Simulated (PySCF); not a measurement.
S₄, singlet: computed properties

Level of theory: PBE0/[S def2-TZVP], no relativity, density fitting, PySCF.

The structure is a minimum.

- Point group: Cs
- Bond lengths: S–S 1.895 Å, S–S 2.079 Å, S–S 2.131 Å (×2)
- Bond angles: S–S–S 58.4°, S–S–S 60.8° (×2), S–S–S 115.9° (×2)
- Heat capacity Cp at 298.15 K: 69.1 J/(mol K)
- Highest occupied level: -6.82 eV
- Enthalpy at 298.15 K above 0 K: 15.28 kJ/mol
- Lowest empty level: -2.85 eV
- Entropy at 298.15 K and 1 bar: 312.8 J/(mol K)
- Principal quadrupole moments (Buckingham, traceless) about the centre of mass: -3.61, 0.82, 2.79 D Å
- Rotational constants: 0.1882, 0.06662, 0.05588 cm⁻¹
- Dipole moment: 1.04 D
- Rotational symmetry number: 1
- Zero-point energy: 14.7 kJ/mol
- Atomisation energy without zero-point energy: 923 kJ/mol
- Principal polarisabilities: 47.4, 65.5, 110.8 bohr³

Harmonic modes (masses in u: S 31.972):
```json
{"symmetry": "a''", "ω (cm⁻¹)": "181", "IR (km/mol)": "0.3"}
{"symmetry": "a'", "ω (cm⁻¹)": "229", "IR (km/mol)": "2.7"}
{"symmetry": "a''", "ω (cm⁻¹)": "347", "IR (km/mol)": "12.4"}
{"symmetry": "a'", "ω (cm⁻¹)": "427", "IR (km/mol)": "32.2"}
{"symmetry": "a'", "ω (cm⁻¹)": "578", "IR (km/mol)": "12.6"}
{"symmetry": "a'", "ω (cm⁻¹)": "696", "IR (km/mol)": "181"}
```

Charges (e):
| atom | Mulliken | Löwdin | polar tensor | Mayer order to S1 |
| --- | --- | --- | --- | --- |
| S1 | 0.27 | 0.15 | 0.96 | – |
| S2 | -0.20 | -0.13 | -0.46 | 1.75 |
| S3,4 | -0.04 | -0.01 | -0.25 | 0.93 |
Other Mayer orders above 0.3: S–S 1.10.

Mulliken populations on S1: s 5.81, p 9.46, d 0.43, f 0.03.

This need not be the most stable arrangement of these atoms. At this level a singlet minimum of C2h symmetry lies 10 kJ/mol below this structure.

The final relaxation and frequency run took of the order of 2.4 core-minutes on a shared host.
